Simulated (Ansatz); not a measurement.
Gas-phase electronic energies from Ansatz, PBE0-D4/def2-TZVP geometries. CCSD(T)/CBS is the MP2 limit (def2-TZVPP, def2-QZVPP) plus CCSD(T) − MP2 in def2-TZVPP, frozen cores. This one scheme is used for every species, atoms too. Functionals use def2-TZVPP. B3LYP here is the variant with VWN-RPA as its local correlation; programs differ in this. No spin–orbit coupling; open shells (•) take unrestricted orbitals. Spin–orbit coupling would lower the free atoms: a little for C, F, O. One conformer a species, not always the lowest.

Consider the atomization: `C=N/C(O)=C/F` → 3 C• + F• + 4 H• + N• + O•.

`C=N/C(O)=C/F`:

```xyz
10

C     0.318   -1.329   -0.995
N     0.437   -0.070   -0.958
C     0.121    0.635    0.196
O     0.950    1.660    0.475
C    -0.968    0.389    0.928
F    -1.291    1.154    1.974
H     0.019   -1.925   -0.127
H     0.522   -1.846   -1.930
H     1.579    1.715   -0.254
H    -1.687   -0.382    0.692
```

```tsv
level	ΔE (kJ/mol)	difference from CCSD(T)/CBS
PBE-D4	4349.5	213.0
PBE0-D4	4189.9	53.4
ωB97M-V	4163.9	27.4
B2PLYP	4110.7	-25.8
PBE	4331.4	194.9
B3LYP	4130.7	-5.8
HF/def2-TZVPP	2767.6	-1368.9
MP2/def2-TZVPP	4137.7	1.2
SCS-MP2/def2-TZVPP	4085.0	-51.5
CCSD/def2-TZVPP	3915.8	-220.7
CCSD(T)/def2-TZVPP	4010.1	-126.4
MP2/def2-QZVPP	4212.8	76.3
SCS-MP2/def2-QZVPP	4169.1	32.6
HF/CBS(def2)	2776.0	-1360.5
MP2/CBS(def2)	4264.1	127.6
CCSD/CBS(def2)	4042.2	-94.3
CCSD(T)/CBS	4136.5	0
```

Largest T1 diagnostic among the species: 0.014.

From PBE to PBE0 (25 % exact exchange), in def2-TZVPP and without D4, ΔE moves by −156.6 kJ/mol: exact exchange takes away binding that semilocal exchange gives to molecules. The D4 term adds +28.9 kJ/mol with B3LYP and +15.1 kJ/mol with PBE0; it sums over pairs of atoms, weighted by their polarisabilities, and B3LYP, whose exchange is more repulsive, gets the larger term. In def2-TZVPP, CCSD(T) changes the Hartree–Fock value by +1242.4 kJ/mol (the triples alone add +94.3 kJ/mol) and MP2 by +1370.0 kJ/mol; breaking electron pairs costs correlation energy, which Hartree–Fock lacks.

For atomizations the MP2-based limit and the directly extrapolated one differ by several kJ/mol either way, and by 10 to 25 for some Ge, Se and Sn compounds, so smaller differences from it don't rank the levels.
